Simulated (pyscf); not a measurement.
Single points on ωB97X-D3(BJ)/def2-SVP structures (PySCF, gas phase). Correlated levels are frozen-core, on RHF or UHF. ΔMP2 is the change of the MP2 total energy from the triple- to the quadruple-zeta basis.

**Question.** What are the homolytic bond dissociation enthalpies (298 K) of H₂C=C=NH (SMILES C=C=N) at CCSD(T)/def2-TZVPP + ΔMP2(QZVPP), weakest first?

**Answer.** H–N to •H₂C–C≡N + H•: 69.6 kcal/mol; C–H to •HC=C=NH + H•: 102.2 kcal/mol. Ring and multiple bonds, and those that leave no two simple radicals, are not listed. The radicals are drawn with the spin at the cut bond; how far it spreads was not checked. H₂C=C=NH lies 26.0 kcal/mol over its isomer H₃C–C≡N, and others may lie lower still (electronic energy, ωB97M-D3(BJ)). •HC=C=NH lies 31.6 kcal/mol over its isomer •H₂C–C≡N, and others may lie lower still (electronic energy, ωB97M-D3(BJ)). Other isomers of •H₂C–C≡N were not searched in full and may lie lower. The CCSD(T) − MP2 part came from Ansatz, without density fitting, on the same reference. A UHF reference is spin-contaminated (<S²> up to 0.94), which harms MP2 most.
